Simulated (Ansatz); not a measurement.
Relaxation of C$_{2}$H$_{4}$FNO (9 atoms, charge 0, multiplicity 1), to a largest force component of 0.015 eV/Å in at most 40 steps.

Level of theory: RKS BLYP-D4/def2-SVP (Ansatz 0.2.0).

```xyz
9
Properties=species:S:1:pos:R:3
N 1.211 -0.103 0.342
C -0.086 -0.124 -0.233
O -0.116 -0.500 -1.556
C -1.160 0.144 0.385
F -2.395 0.122 -0.115
H 1.106 0.344 1.273
H 1.812 0.524 -0.224
H 0.814 -0.928 -1.662
H -1.280 0.488 1.451
```

Question: Where does it end, and by what steps?

Answer: The forces met the threshold. After 8 steps the energy has fallen by 0.537 eV; H6 moved furthest, 0.29 Å.

| step | energy less start (eV) | largest force component (eV/Å) | accepted |
| --- | --- | --- | --- |
| 0 | 0.0000 | 4.926 | yes |
| 1 | -0.4433 | 1.424 | yes |
| 2 | -0.4977 | 1.001 | yes |
| 3 | -0.5076 | 0.854 | yes |
| 4 | -0.5339 | 0.319 | yes |
| 5 | -0.5364 | 0.058 | yes |
| 6 | -0.5369 | 0.016 | yes |
| 7 | -0.5369 | 0.032 | yes |
| 8 | -0.5370 | 0.010 | yes |

```xyz
9
Properties=species:S:1:pos:R:3
N 1.223 -0.022 0.313
C -0.065 -0.069 -0.269
O -0.081 -0.465 -1.583
C -1.212 0.207 0.397
F -2.434 -0.060 -0.135
H 1.208 0.083 1.332
H 1.825 0.705 -0.101
H 0.683 -1.070 -1.693
H -1.241 0.657 1.400
```

Whether the end is a true minimum wasn't checked by a vibrational analysis.

Time of the run: 23 s on 1 thread of Arm Neoverse V2 (shared host), peak memory 0.14 GiB.
